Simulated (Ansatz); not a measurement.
Basis-set extrapolation for C8H18, SMILES `CCCC(C)(C)CC` (PBE0-D4/def2-TZVP geometry, frozen core, the Gaussian-basis code of Ansatz). Multiplicity 1, RHF reference.

```tsv
	def2-TZVPP	def2-QZVPP
HF	-313.545346	-313.560161
MP2 correlation	-1.426800	-1.513722
CCSD(T) correlation	-1.575524	not run
```

Energies in hartree. Use E(X) = E(∞) + A·exp(−7.88·√X) for Hartree–Fock and E(X) = E(∞) + B·X^(−2.97) for correlation, with X = 3 and 4, and add CCSD(T) minus MP2 of the smaller set to the MP2 limit.

**Question.** What is the CCSD(T) energy at the basis-set limit?

**Answer.** HF limit: -313.560161 + (-0.014815) × 0.13774 = -313.56220. MP2 limit: -1.513722 + (-0.086922) × 0.74074 = -1.57811. Higher-order term: -1.575524 − (-1.426800) = -0.14872. Total: -315.28903 hartree, 441.5 kJ/mol below CCSD(T)/def2-TZVPP.
